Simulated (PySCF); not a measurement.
Compound: CH₂S₂.
SMILES: `S=CS`

All values: PBE0/def2-SVPD (PySCF, non-relativistic), on one gas-phase PBE0-D3(BJ)/def2-SVP geometry that isn't relaxed in the solvent. The solvent is an IEF-PCM continuum (cavity from Bondi-type radii × 1.2), and excitations are vertical TDDFT with non-equilibrium linear response and a frozen core. Specific hydrogen bonds and non-electrostatic terms are outside this model.

Gas-phase singlets (H = HOMO, L = LUMO):

```json
{"state": "S1", "E (eV)": "2.670", "λ (nm)": "464", "f": "0.000", "leading configurations": "H→L 100%"}
{"state": "S2", "E (eV)": "4.710", "λ (nm)": "263", "f": "0.183", "leading configurations": "H-1→L 91%"}
{"state": "S3", "E (eV)": "5.276", "λ (nm)": "235", "f": "0.003", "leading configurations": "H→L+1 99%"}
{"state": "S4", "E (eV)": "5.729", "λ (nm)": "216", "f": "0.000", "leading configurations": "H-1→L+1 98%"}
{"state": "S5", "E (eV)": "6.426", "λ (nm)": "193", "f": "0.108", "leading configurations": "H→L+2 81%, H→L+3 14%"}
```

Task: What are the lowest 5 singlets in acetone (ε = 20.49)?

Result: 
```tsv
state	E (eV)	λ (nm)	f	leading configurations	change by rank (eV)
S1	2.783	445	0.000	H→L 100%	+0.113
S2	4.589	270	0.272	H-1→L 94%	-0.121
S3	5.598	221	0.008	H→L+1 99%	+0.322
S4	5.950	208	0.000	H-1→L+1 97%	+0.221
S5	6.430	193	0.000	H-3→L 98%	+0.004
```

Task: The ground-state energy changes by -0.173 eV from gas to acetone. By how much does the total energy of gas-phase S1 change?

Result: E(S1) = E(S0) + excitation energy, so it changes by -0.173 + 0.113 = -0.060 eV: it is lowered less than the ground state, which is what a blue shift means. This is the vertical state, with the slow part of the continuum still set for S0.

Task: How do the frontier levels move from gas to acetone?

Result: 
```tsv
orbital	gas (eV)	solvent (eV)	change (eV)
LUMO+2	0.40	0.70	+0.30
LUMO+1	-0.36	-0.05	+0.31
LUMO	-2.43	-2.37	+0.06
HOMO	-6.85	-6.90	-0.05
HOMO-1	-7.66	-7.59	+0.07
HOMO-2	-10.44	-10.33	+0.11
HOMO-3	-10.57	-10.41	+0.16
```

The HOMO–LUMO gap goes from 4.42 to 4.53 eV.

Conformer computed: `[S:1]=[CH:2][SH:3]`: H–S3–C2–S1 0°.
